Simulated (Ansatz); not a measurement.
The same path of H₃S₂Si (6 atoms, charge -1, multiplicity 1) was run twice with different band settings. The coordinate that changes most is the dihedral S1–Si2–S3–H6.

The calculation used Ansatz 0.2.0, RKS B3LYP/def2-SVP.

Relaxed end points:

```xyz
6
Properties=species:S:1:pos:R:3
S -2.419 0.526 -0.148
Si -0.456 0.063 -0.358
S 0.682 0.032 1.594
H -0.097 -1.295 -0.937
H 0.411 0.986 -1.199
H 1.879 -0.311 1.050
```

```xyz
6
Properties=species:S:1:pos:R:3
S -2.046 0.736 0.125
Si -0.284 -0.064 -0.497
S 1.237 -0.516 1.116
H -0.274 -1.435 -1.149
H 0.523 0.758 -1.485
H 0.844 0.522 1.890
```

Common settings: movable images 9; climbing image yes; spring 5.0 eV/Å²; start path IDPP; force threshold 0.05 eV/Å; iteration limit 60; end points relaxed.

| run | optimiser |
| --- | --- |
| 1 | quadratic models (default) |
| 2 | lbfgs |

Problem. What does each run give, and how far can it be trusted?

Solution. Run 1: converged after 6 iterations, highest image 0.035 eV above the first end. A vibrational analysis at the climbing image gives one clearly imaginary mode, 171i cm⁻¹: a first-order saddle point.
Run 2: converged after 36 iterations, highest image 0.037 eV above the first end. Another band between the same ends (9 images) ends at a top of the same energy, where a vibrational analysis finds 1 clearly imaginary mode.
Limits of this set-up: an anion without diffuse functions, the dipole of an ion depends on the origin.
